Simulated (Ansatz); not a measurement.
# C₃H₃F₃: up Jacob's ladder to CCSD(T)

The task here is to estimate one member of a computed series from the others.

Program: Ansatz 0.2.0, Gaussian basis. Level of theory: functionals in def2-TZVPP, the program's frozen cores in correlated methods. These are calculated values, not measurements.

Levels to be run: LDA (SPW92), PBE-D4, revPBE-D4, BLYP-D4, r2SCAN-D4, B97M-V, PBE0-D4, B3LYP-D4, r2SCANh-D4, r2SCAN0-D4, HSE06-D4, BHLYP-D4, CAM-B3LYP-D4, LC-ωPBE, ωB97X-V, ωB97M-V, B2PLYP, PBE-QIDH; CCSD(T)/def2-SVP; CCSD(T)/def2-TZVPP; MP2/def2-QZVPP; extrapolation to the limit; RPA on PBE.

## The geometry

All runs share one geometry, relaxed beforehand with PBE0-D4 in a triple-zeta def2 set.

SMILES `FCC=C(F)F`, 9 atoms, charge 0, spin multiplicity 1.

Atoms are counted from 1 here; the program's logs count them from 0.

Bond lengths: F1–C2 1.389 Å, C2–C3 1.482 Å, C2–H7 1.092 Å, C2–H8 1.094 Å, C3–C4 1.319 Å, C3–H9 1.082 Å, C4–F5 1.312 Å, C4–F6 1.310 Å. Angles: F1–C2–C3 110.4°, F1–C2–H7 107.9°, F1–C2–H8 106.9°, C3–C2–H7 111.5°, C3–C2–H8 110.9°, H7–C2–H8 109.1°, C2–C3–C4 123.0°, C2–C3–H9 119.8°, C4–C3–H9 117.2°, C3–C4–F5 125.6°, C3–C4–F6 124.7°, F5–C4–F6 109.8°.

The first run:

The input, in.yaml:

```yaml
crystal:
  periodic: [false, false, false]
  atoms:
    - {symbol: F, position_ang: [-0.358276, -2.020931, -0.611163]}
    - {symbol: C, position_ang: [0.505434, -0.953978, -0.400205]}
    - {symbol: C, position_ang: [-0.088926, 0.010592, 0.554888]}
    - {symbol: C, position_ang: [-0.480385, 1.220713, 0.203785]}
    - {symbol: F, position_ang: [-0.387507, 1.733218, -1.000381]}
    - {symbol: F, position_ang: [-1.009204, 2.099022, 1.019950]}
    - {symbol: H, position_ang: [0.705041, -0.487803, -1.366895]}
    - {symbol: H, position_ang: [1.435664, -1.372194, -0.005432]}
    - {symbol: H, position_ang: [-0.233340, -0.274940, 1.588353]}
basis:
  gaussian: {orbitals: def2-TZVPP}
hamiltonian: {xc: lda}
output: {orbitals: {seedname: orbitals}}
```

Steps of the session up to this table: LDA; PBE-D4 (GGA); revPBE-D4 (GGA); BLYP-D4 (GGA); r2SCAN-D4 (meta-GGA); B97M-V (meta-GGA); PBE0-D4 (hybrid); B3LYP-D4 (hybrid); r2SCANh-D4 (hybrid); r2SCAN0-D4 (hybrid); HSE06-D4 (hybrid); BHLYP-D4 (hybrid); CAM-B3LYP-D4 (range-separated); LC-ωPBE-D4 (range-separated; the results give it without D4); ωB97X-V (range-separated); ωB97M-V (range-separated); B2PLYP (double hybrid); PBE-QIDH (double hybrid).

One of the session's tables, all rows but one given; the rest of the session is left out.

It belongs to the step «Orbital energies across the functionals». 

| functional | HOMO (eV) | gap (eV) |
| --- | --- | --- |
| LDA (SPW92) | -6.86 | 5.52 |
| PBE-D4 | -6.64 | 5.60 |
| revPBE-D4 | -6.55 | 5.63 |
| BLYP-D4 | -6.53 | 5.58 |
| r2SCAN-D4 | -6.89 | 6.11 |
| B97M-V | -6.94 | 6.27 |
| PBE0-D4 | -7.96 | 7.97 |
| B3LYP-D4 | -7.75 | 7.46 |
| r2SCANh-D4 | ? | ? |
| r2SCAN0-D4 | -8.13 | 8.29 |
| HSE06-D4 | -7.55 | 7.18 |
| BHLYP-D4 | -9.16 | 10.30 |
| CAM-B3LYP-D4 | -9.37 | 10.49 |
| LC-ωPBE | -10.70 | 13.09 |
| ωB97X-V | -10.31 | 12.65 |
| ωB97M-V | -10.22 | 12.43 |

**Question.** Estimate the row for r2SCANh-D4.

Worked estimate for «HOMO (eV)». Against the share of exact exchange, r2SCAN-D4 (0, -6.89), r2SCAN0-D4 (0.25, -8.13) give a slope of -4.96 per unit share; at 0.1 the line stands at -7.39.

The run gave: HOMO (eV): -7.39; gap (eV): 6.98. In «HOMO (eV)» the line misses by 0.00.
